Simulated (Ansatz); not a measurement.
Interaction energy ladder

The pair of H3O⁺ (SMILES [OH3+], atoms 1–4) and CH3Cl (SMILES CCl, atoms 5–9), both closed shells, in one local arrangement (a lower one may exist), relaxed at PBE0-D4/def2-TZVP:

O1  (-0.184, -0.186, -2.110)
H2  (-0.433, 0.697, -2.428)
H3  (-0.367, -0.365, -1.059)
H4  (0.695, -0.448, -2.427)
C5  (0.155, 0.157, 1.704)
Cl6  (-0.830, -0.821, 0.554)
H7  (1.202, -0.075, 1.533)
H8  (-0.161, -0.163, 2.693)
H9  (-0.076, 1.205, 1.539)
(Å)

Program: Ansatz 0.2.0. Basis: def2-TZVPPD, with def2-QZVPPD for the basis limit. Cores are frozen in the correlated methods. B3LYP uses VWN-RPA correlation. Extrapolation: Hartree–Fock as exp(−7.88 √X), correlation as X^−2.97. Interaction energies count from these two fragments, frozen as in the pair, with the counterpoise correction; negative means bound.

(1) What is the interaction energy by CCSD(T) at an estimated basis limit (MP2 extrapolated from triple and quadruple zeta, plus CCSD(T) − MP2 in triple zeta)? (Judge from chemistry; the value comes from the calculation.)

(2) Which atoms make the shortest contact between the fragments?

T1 diagnostic: at most 0.009.

## Answers

(1) The calculation gives: -112.7 kJ/mol. Hartree–Fock alone gives -94.0 kJ/mol at the basis limit. It counts from the two fragments frozen as in the pair.

The same quantity by other methods in triple zeta, and each one's difference from that estimate:
| method | E_int (kJ/mol) | difference |
| --- | --- | --- |
| PBE-D4 | -127.6 | -14.8 |
| revPBE-D4 | -122.1 | -9.3 |
| BLYP-D4 | -121.1 | -8.3 |
| r2SCAN-D4 | -124.9 | -12.1 |
| B97M-V | -117.1 | -4.4 |
| PBE0-D4 | -123.6 | -10.9 |
| B3LYP-D4 | -119.8 | -7.0 |
| HSE06-D4 | -123.8 | -11.1 |
| wB97X-V | -115.9 | -3.2 |
| wB97M-V | -114.4 | -1.6 |
| B2PLYP | -113.8 | -1.1 |
| HF | -93.5 | 19.2 |
| MP2 | -110.9 | 1.8 |
| CCSD | -105.3 | 7.4 |
| CCSD(T) | -108.5 | 4.3 |
Differences are method less estimate.

(2) H3 and Cl6, 1.74 Å apart.

Energy to bend the free fragments (PBE0-D4 minima) into their shapes in the pair, CCSD(T)/def2-TZVPPD: H3O⁺ 21.8 kJ/mol; CH3Cl 0.8 kJ/mol. This must be added to the interaction energy to get the binding energy from relaxed fragments.

Basis-set superposition shift (counterpoise-corrected less uncorrected): CCSD(T) 4.8; MP2 4.7; HF 0.3; PBE0-D4 0.4; wB97M-V 0.4 kJ/mol.

For scale, one of the runs: CCSD(T)/def2-TZVPPD, 230 basis functions, launched by `ansatz run in.yaml --threads 4 --pin off --events-out ev --progress --plain --max-ram 9574MiB`. Hardware: 4 CPU threads of an Arm Neoverse V1, shared host. Wall time 47 s; peak host memory 3.9 GiB.
